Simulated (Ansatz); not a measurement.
# AlSiH (triplet): wave-function methods side by side at angle Al2–Si1–H3 = 85.0°, 6-31G

Aim: climb from Hartree-Fock through coupled cluster and multireference methods for AlSiH (triplet) at one geometry and basis, and see what each rung misses.

Program: Ansatz 0.2.0, Gaussian basis. Level of theory: 6-31G, core rule «outside noble gas», up to 10 orbitals frozen. These are calculated values, not measurements.

Plan: UHF; CCSD(T) on ROHF; CCSD(T) on UHF; BCCD(T) on ROHF; CISD; CCSDT(Q) on ROHF; CCSDT(Q) on UHF; CCSDTQ on ROHF; CCSDTQ on UHF; CASSCF and MRCISD+Q, 4 electrons in 4 orbitals; CASSCF and NEVPT2, 4 electrons in 4 orbitals; CASSCF and MRCISD+Q, 8 electrons in 9 orbitals; CASSCF and MRCISD+Q(relaxed), 8 electrons in 9 orbitals; CASSCF and NEVPT2, 8 electrons in 9 orbitals; Full CI.

11 further runs of the same task are left out: 1 for a mislabelled method, 10 that didn't finish.

## (1) What is computed

The geometry derives from a PBE0/def2-TZVP stationary point (not a proven minimum). One angle is set to the value named; bond lengths are kept.

3 atoms, charge 0, spin multiplicity 3.

Atoms are counted from 1 here; the program's logs count them from 0.

Bond lengths: Si1–Al2 2.390 Å, Si1–H3 1.598 Å. Angles: Al2–Si1–H3 85.0°.

## (2) UHF

Contents of in.yaml:

```yaml
crystal:
  periodic: [false, false, false]
  atoms:
    - {symbol: Si, position_ang: [0.000000, 0.236787, 1.128477]}
    - {symbol: Al, position_ang: [0.000000, -0.312021, -1.198084]}
    - {symbol: H, position_ang: [0.000000, 1.754600, 0.627309]}
basis:
  gaussian: {orbitals: 6-31G}
magnetization: {spin_polarized: true, initial_magnetization: 2}
hamiltonian: {xc: hf}
output: {orbitals: {seedname: orbitals}}
```

The run is started by

```sh
ansatz run in.yaml --threads 1 --pin off --events-out ev --progress --plain --max-ram 2393MiB
```

The runs that follow: CCSD(T) on ROHF; CCSD(T) on UHF; BCCD(T) on ROHF; CISD; CCSDT(Q) on ROHF; CCSDT(Q) on UHF; CCSDTQ on ROHF; CCSDTQ on UHF; CASSCF and MRCISD+Q, 4 electrons in 4 orbitals; CASSCF and NEVPT2, 4 electrons in 4 orbitals; CASSCF and MRCISD+Q, 8 electrons in 9 orbitals; CASSCF and MRCISD+Q(relaxed), 8 electrons in 9 orbitals; CASSCF and NEVPT2, 8 electrons in 9 orbitals; Full CI.

Before running them: what should the planned runs give, taken together? Wanted: FCI below the RHF energy; RMP2 from FCI; UMP2 from FCI; RCCSD from FCI; RCCSD(T) from FCI; UCCSD(T) from FCI; RCCSDT(Q) from FCI; UCCSDT(Q) from FCI; MRCISD+Q pair from FCI.

As calculated:

| quantity | value |
| --- | --- |
| FCI below the RHF energy | -2.6928 eV |
| RMP2 from FCI | +84.3 kJ/mol |
| UMP2 from FCI | +84.1 kJ/mol |
| RCCSD from FCI | +9.6 kJ/mol |
| RCCSD(T) from FCI | +3.2 kJ/mol |
| UCCSD(T) from FCI | +3.0 kJ/mol |
| RCCSDT(Q) from FCI | +0.1 kJ/mol |
| UCCSDT(Q) from FCI | +0.1 kJ/mol |
| MRCISD+Q pair from FCI | -4.3 kJ/mol |
| NEVPT2 valence from FCI | +20.8 kJ/mol |
| MRCISD+Q valence from FCI | +0.6 kJ/mol |
| levels within 1 kcal/mol (43 meV) | RCCSD(T), UCCSD(T), BCCD(T), RCCSDT, UCCSDT, RCCSDT(Q), UCCSDT(Q), RCCSDTQ, UCCSDTQ, MRCISD valence, MRCISD+Q valence, MRCISD+Q(relaxed) valence |
| T1 diagnostic | 0.054 |
| effectively unpaired electrons | 2.10 |

In words: RCCSD(T) lands +3.2 kJ/mol from the yardstick (1.2 % of the correlation energy). MRCISD+Q pair, MRCISD+Q(relaxed) valence fall below full CI: the +Q correction isn't variational, and the cores differ from full CI's. The occupations are near whole numbers, but T1 = 0.054 shows that the orbitals relax strongly. Of the multireference levels listed MRCISD+Q(relaxed) valence comes nearest in total energy (-0.3 kJ/mol), which doesn't show that its space is the better one. These misses are within one basis, not against nature; the frozen cores of restricted and unrestricted runs differ, which can shift their rows.
